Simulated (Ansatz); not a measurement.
in.yaml

```yaml
crystal:
  periodic: [false, false, false]
  atoms:
    - {symbol: P, position_ang: [0.000000, 0.029855, 0.488215]}
    - {symbol: Li, position_ang: [0.000000, 0.001426, -2.578189]}
    - {symbol: H, position_ang: [0.000000, 0.506836, 1.836141]}
    - {symbol: H, position_ang: [0.000000, -1.434102, 0.915360]}
basis:
  gaussian: {orbitals: cc-pVDZ}
magnetization: {spin_polarized: true, initial_magnetization: 2}
hamiltonian: {xc: {name: PBE}}
correlation: {method: ccsd, electrons: outside_noble_gas}
```

```sh
$ ansatz run in.yaml --threads 1 --pin off --events-out ev --progress --plain --max-ram 2393MiB
```

Log:

```
410 factors; integrals over basis functions are off by at most 1.4e-3 eV
mean field evaluation 1: about -9517.6577 eV, gradient 7.9e0 eV
mean field evaluation 2: about -9517.6550 eV, gradient 7.9e0 eV
mean field evaluation 4: about -9518.4939 eV, gradient 1.1e0 eV
mean field evaluation 8: about -9518.5052 eV, gradient 1.6e-2 eV
mean field evaluation 16: about -9518.5052 eV, gradient 4.1e-6 eV
mean field evaluation 32: about -9518.0433 eV, gradient 1.3e0 eV
mean field -9518.50520340 eV, -349.7986143504 hartree, gradient 4.1e-6 eV, S^2 2.003995; 3 other end points of the search recorded, 0 dependent functions left out
6 core orbitals not correlated: weight in the atoms' cores, before any rotation towards them, 1.000 or more for the frozen orbitals, at most 0.000 for the correlated occupied ones
reference -9504.54780253 eV, -349.2856893291 hartree; 5, 3 occupied and 31, 33 virtual orbitals, 410 factors
second order -3.20674391 eV of doubles, -0.17337387 eV of singles
cycle   1  -3.82546309 eV  change   -4.5e-1 eV  update   5.1e-2
cycle   2  -3.98197577 eV  change   -1.6e-1 eV  update   2.0e-2
cycle   3  -3.99922451 eV  change   -1.7e-2 eV  update   6.7e-3
cycle   4  -4.00089903 eV  change   -1.7e-3 eV  update   3.3e-3
cycle   5  -4.00047309 eV  change    4.3e-4 eV  update   1.5e-3
cycle   6  -4.00052896 eV  change   -5.6e-5 eV  update   5.4e-4
cycle   7  -4.00062310 eV  change   -9.4e-5 eV  update   2.4e-4
cycle   8  -4.00062115 eV  change    1.9e-6 eV  update   1.1e-4
cycle   9  -4.00060797 eV  change    1.3e-5 eV  update   4.6e-5
cycle  10  -4.00061362 eV  change   -5.6e-6 eV  update   2.1e-5
cycle  11  -4.00061455 eV  change   -9.4e-7 eV  update   9.1e-6
Total energy: -9508.54841708 eV, -349.4327092021 hartree
```

Ran on 1 thread of Intel Xeon, shared host: 3.1 s wall, 0.14 GiB peak host memory.
